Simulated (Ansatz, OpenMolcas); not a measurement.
A ladder of methods for NO+ (nitrosonium)

The species is NO+ (2 atoms), meant as a singlet with charge +1. As SMILES, `N#[O+]`. Geometry: the measured bond length.

```xyz
2

N     0.0000    0.0000    0.0000
O     0.0000    0.0000    1.0632
```

Quantity: the energy change with the N1–O2 bond stretched from 1.063 to 1.329 Å, in eV. The values are calculated.

| level | kind | program | value (eV) | less FCI/STO-3G | CPU time (all runs) |
| --- | --- | --- | --- | --- | --- |
| SVWN5/STO-3G (restricted) | LDA | OpenMolcas | -0.93 | +0.14 | 5.7 s |
| PBE/STO-3G (restricted) | GGA | Ansatz | -1.13 | -0.06 | 0.66 s |
| r2SCAN/STO-3G (restricted) | meta-GGA | OpenMolcas | -0.66 | +0.41 | 6.7 s |
| M06-2X/STO-3G (restricted) | hybrid meta-GGA | OpenMolcas | 0.12 | +1.19 | 6.2 s |
| CAM-B3LYP/STO-3G (restricted) | range-separated hybrid | Ansatz | -0.28 | +0.79 | 0.81 s |
| RPA@PBE/STO-3G (restricted) | RPA | Ansatz | -1.26 | -0.19 | 0.94 s |
| MP2/STO-3G (restricted) | perturbation theory | Ansatz | -2.05 | -0.98 | 0.11 s |
| CCSD/STO-3G (restricted) | coupled cluster or CI | Ansatz | -0.70 | +0.37 | 0.22 s |
| FCI/STO-3G | exact in the basis | Ansatz | -1.07 | 0.00 | 0.31 s |

FCI/STO-3G is exact within its basis and frozen core, so for wave-function methods in that basis the difference is their error; functionals converge differently with the basis, so for them it is only a difference. The first shape isn't each level's own minimum. The values span -2.05 to 0.12 eV. All rows use very small basis sets, so even the best lies far from the true value. Times are those of the runs behind each value, whatever else they computed, on shared processors of several kinds: orders of magnitude only.
